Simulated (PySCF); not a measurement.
# Ionisation energy of O by level of theory

O [He] 2s2 2p4 (3P) → O+ [He] 2s2 2p3 (4S), as a difference of total energies. All numbers are calculated (PySCF 2.14, no relativity, point nucleus, in dyall-av3z). Correlated levels: valence: 1s2 frozen; virtual orbitals above 40 to 60 times the deepest correlated orbital energy dropped. The calculations carry no spin-orbit coupling.

**Question.** Order these methods by the ionisation energy they give, lowest first.
A. MN15
B. LDA
C. UHF
D. M06-L

**Answer.** C (12.020 eV), D (13.696 eV), A (13.878 eV), B (14.002 eV).

Errors of the correlated levels include the incompleteness of this basis and the frozen core.

For comparison: 13.608 eV (measured; NIST levels, between the centres of gravity of the two terms).
